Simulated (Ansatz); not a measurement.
**CH4SSi (SMILES C=[SiH]S): one structure at several levels**

One table from this session's results is given with a row withheld; the runs are named, their logs left out.

Program: Ansatz 0.2.0, Gaussian basis. Level of theory: single points in def2-TZVPP. These are calculated values, not measurements.

Correlated methods freeze the cores.

### Where the work starts

7 atoms, charge 0, spin multiplicity 1.

Atoms are counted from 1 here; the program's logs count them from 0.

Bond lengths: C1–Si2 1.682 Å, C1–H4 1.065 Å, C1–H5 1.032 Å, Si2–S3 2.187 Å, Si2–H6 1.460 Å, S3–H7 1.327 Å. Angles: Si2–C1–H4 126.7°, Si2–C1–H5 120.0°, H4–C1–H5 112.4°, C1–Si2–S3 117.1°, C1–Si2–H6 142.0°, S3–Si2–H6 100.9°, Si2–S3–H7 98.8°.

Coordinates:

| atom | x (Å) | y (Å) | z (Å) |
| --- | --- | --- | --- |
| C1 | -0.9166 | 0.2476 | -0.7731 |
| Si2 | 0.0110 | 0.4982 | 0.6076 |
| S3 | 1.6361 | -0.9159 | 0.9851 |
| H4 | -0.7026 | -0.4244 | -1.5707 |
| H5 | -1.6900 | 0.8923 | -0.9983 |
| H6 | 0.1192 | 1.3622 | 1.7801 |
| H7 | 1.5446 | -1.6328 | -0.1274 |

The first run:

Input file run/in.yaml:

```yaml
crystal:
  periodic: [false, false, false]
  atoms:
    - {symbol: C, position_ang: [-0.916600, 0.247600, -0.773100]}
    - {symbol: Si, position_ang: [0.011000, 0.498200, 0.607600]}
    - {symbol: S, position_ang: [1.636100, -0.915900, 0.985100]}
    - {symbol: H, position_ang: [-0.702600, -0.424400, -1.570700]}
    - {symbol: H, position_ang: [-1.690000, 0.892300, -0.998300]}
    - {symbol: H, position_ang: [0.119200, 1.362200, 1.780100]}
    - {symbol: H, position_ang: [1.544600, -1.632800, -0.127400]}
basis:
  gaussian: {orbitals: def2-TZVPP}
correlation: {method: ccsd_t}
output: {forces: true}
```

The command line of these runs was not kept.

Among the steps run: CCSD(T)/def2-TZVPP; PBE0-D4/def2-TZVPP; wB97M-V/def2-TZVPP; r2SCAN-D4/def2-TZVPP; PBE-D4/def2-TZVPP; r2SCAN0-D4/def2-TZVPP; CAM-B3LYP-D4/def2-TZVPP.

One table of the session follows, with a row left open; its other results are not shown here.

| method | RMS force component (eV/Å) | angle to CCSD(T) forces (°) | dipole (D) |
| --- | --- | --- | --- |
| CCSD(T) | 0.818 | reference | 0.77 |
| PBE0-D4 | 0.835 | 11.2 | 0.72 |
| wB97M-V | 0.801 | 13.5 | 0.76 |
| r2SCAN-D4 | 0.823 | 8.7 | 0.69 |
| PBE-D4 | ? | ? | ? |
| r2SCAN0-D4 | 0.810 | 13.2 | 0.74 |
| CAM-B3LYP-D4 | 0.808 | 15.4 | 0.77 |

**Question.** Estimate the row for PBE-D4.

The run gave: RMS force component (eV/Å): 0.868; angle to CCSD(T) forces (°): 11.0; dipole (D): 0.64. In the column «RMS force component (eV/Å)» it is the highest.
